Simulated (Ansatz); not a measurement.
`CO/C(F)=C/F` + `CC` → `CC/C(F)=C\F` + CH₃OH  (formal exchange of groups at a C–O bond)

Calculated with Ansatz (gas phase, PBE0-D4/def2-TZVP geometries, no zero-point term in ΔE). CCSD(T)/CBS adds triple-zeta CCSD(T) − MP2 to the extrapolated MP2 energy (def2 sets, frozen cores). This one scheme is used for every species. Double bonds are as drawn, so ΔE can hold a change between cis and trans. DFT in def2-TZVPP. Each species was taken in one conformer, which may not be the lowest.

`CO/C(F)=C/F`:

Cartesian coordinates in Å:
```
C -0.584 1.450 -0.375
O -0.813 0.041 -0.379
C 0.273 -0.703 -0.203
F 1.215 -0.553 -1.135
C 0.409 -1.572 0.787
F 1.467 -2.383 0.862
H -1.559 1.915 -0.503
H 0.073 1.741 -1.196
H -0.147 1.759 0.579
H -0.333 -1.695 1.561
```

`CC`:

```xyz
8

C     0.623    0.352   -0.253
C    -0.623   -0.352    0.253
H     0.472    1.432   -0.321
H     1.475    0.181    0.410
H     0.905   -0.003   -1.248
H    -0.472   -1.432    0.321
H    -1.475   -0.181   -0.410
H    -0.905    0.003    1.248
```

`CC/C(F)=C\F`:

```xyz
12

C    -0.587    0.949    1.185
C     0.173   -0.273    0.682
C     0.578   -0.152   -0.737
F     1.431    0.859   -0.990
C     0.205   -0.896   -1.766
F    -0.643   -1.920   -1.605
H    -0.835    0.837    2.242
H    -1.518    1.085    0.630
H     0.010    1.856    1.073
H     1.078   -0.421    1.283
H    -0.433   -1.175    0.785
H     0.542   -0.748   -2.783
```

CH₃OH:

```xyz
6

C    -0.060    0.090    0.339
O     0.689   -0.334   -0.776
H     0.621    0.119    1.190
H    -0.878   -0.601    0.581
H    -0.479    1.095    0.204
H     0.107   -0.369   -1.538
```

| level | ΔE (kJ/mol) |
| --- | --- |
| r2SCAN-D4 | -16.5 |
| PBE0-D4 | -20.8 |
| ωB97M-V | -22.3 |
| HF/def2-TZVPP | -17.7 |
| HF/def2-QZVPP | -17.6 |
| MP2/def2-QZVPP | -30.4 |
| SCS-MP2/def2-QZVPP | -28.2 |
| MP2/CBS(def2) | -32.1 |

Problem. What does CCSD(T)/CBS give? (Estimate.)

Solution. Computed: -28.8 kJ/mol. The listed levels differ from it by 12.3, 8.0, 6.5, 11.1, 11.2, -1.6, 0.6, -3.3 kJ/mol.

Largest T1 diagnostic among the species: 0.012.

In def2-TZVPP, CCSD(T) changes the Hartree–Fock value by −7.2 kJ/mol (the triples alone add +0.6 kJ/mol) and MP2 by −10.5 kJ/mol. From PBE to PBE0 (25 % exact exchange), in def2-TZVPP and without D4, ΔE moves by −3.3 kJ/mol.
